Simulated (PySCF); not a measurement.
# Level of theory and adiabatic energies of losing or gaining an electron: ethyl chloride

Structure: `CCCl` (C2H5Cl).

All levels share the PBE0-D3(BJ)/ma-def2-SVP structures and the PBE0-D3(BJ)/ma-def2-SVP thermal terms; only the single-point energies (PySCF) change. Values are adiabatic energies of losing or gaining an electron (0 K, eV).

| level | ionisation energy to the radical cation | time |
| --- | --- | --- |
| OPBE/ma-def2-TZVP | 10.28 | 3.5 min |
| PBE-D3(BJ)/ma-def2-TZVP | 10.32 | 3.4 min |
| M06-L/ma-def2-TZVP (grid 3) | 10.48 | 8.8 min |
| PBE0-D3(BJ)/def2-SVP | 10.56 | 30 s |
| PBE0-D3(BJ)/ma-def2-TZVP | 10.60 | – |
| PBE0-D3(BJ)/def2-SV(P) | 10.61 | 24 s |
| PBE0-D3(BJ)/aug-pcseg-1 | 10.67 | 53 s |
| PBE0-D3(BJ)/6-311+G** | 10.67 | 42 s |
| PBE0-D3(BJ)/6-31+G* | 10.70 | 30 s |
| PBE0-D3(BJ)/pcseg-1 | 10.72 | 29 s |
| LC-ωPBE/ma-def2-TZVP | 10.88 | 120 s |

Times are wall times for all single points of a level on 1 thread of Arm Neoverse N1, a shared host; the dash marks the run that also made the structures. LC-ωPBE, M06-L, OPBE, PBE ran on a slower path of this set-up, which computes the density-fitting integrals anew in every SCF cycle while the other levels store them. So the times needn't show the usual order of cost, and those levels read slower than they are.

The spread: 0.59 eV, from 10.28 to 10.88.

Known limits: spin-orbit coupling is left out of the energies, which matters for open shells on the heavier atoms.

Differences come from unrounded values, so a last digit can differ from that of the printed terms.
